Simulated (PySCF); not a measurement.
Identify the unknown among the candidates.

All candidates are C4H8O.

- UV, first state: lowest singlet excitation: 4.54 eV (273 nm, f = 0.000) [TDDFT PBE0/def2-SVPD]
- Dipole: 2.95 D [PBE0/def2-SVPD]
- Rotational structure: rotational constants A, B, C: 9.426, 3.672, 2.791 GHz [GFN2-xTB]
- Polarisability: 52.4 au [PBE0/def2-SVPD]
- Triplet: lowest triplet excitation (Tamm–Dancoff): 3.93 eV [TDA PBE0/def2-SVPD]
- UV, strongest line: among the 8 lowest singlet transitions: S8 at 8.44 eV (147 nm, f = 0.025) [TDDFT PBE0/def2-SVPD]

Gas-phase values; electronic properties from PySCF, density fitting. Levels stand in brackets. Geometry: GFN2-xTB, one conformer, isolated molecule.

**Question.** Which candidate is it?
A. `CC1COC1`
B. `CCC(C)=O`
C. `C1CCOC1`

**Answer.** B. It is `CCC(C)=O`. Numbering: `[CH3:1][CH2:2][C:3]([CH3:4])=[O:5]`. Its formula, C4H8O, gives 1 degree of unsaturation: 0 rings and 1 π bond in the structure found. S1 is mainly HOMO→LUMO (weight 0.98); the largest Löwdin shares of the orbital it empties are 0.60 on the ketone oxygen, 0.12 on the ketone carbonyl carbon, 0.11 on the sp3 carbon next to a carbonyl and 0.11 on the methyl carbon next to a carbonyl, of the orbital it fills 0.38 on the ketone carbonyl carbon, 0.33 on the ketone oxygen, 0.07 on the sp3 carbon next to a carbonyl and 0.07 on the methyl carbon next to a carbonyl. The optimised geometry has point group C1 and is an asymmetric top.

The others, at the same levels:
- `C1CCOC1` fails: its computed lowest singlet excitation is 6.60 eV (188 nm, f = 0.011) (against 4.54 eV), lowest triplet excitation (Tamm–Dancoff) is 6.49 eV (against 3.93 eV) and strongest line among the 8 lowest singlet transitions is S5 at 8.09 eV (153 nm, f = 0.015) (against S8 at 8.44 eV).
- `CC1COC1` fails: its computed lowest singlet excitation is 6.82 eV (182 nm, f = 0.018) (against 4.54 eV), lowest triplet excitation (Tamm–Dancoff) is 6.52 eV (against 3.93 eV) and static isotropic polarisability is 50.6 au (against 52.4 au).

Each candidate is one conformer, not necessarily the lowest. The conformers computed, where there is a choice (atom-mapped SMILES and torsion angles):
- `[CH3:1][CH2:2][C:3]([CH3:4])=[O:5]`: C1–C2–C3–C4 169°
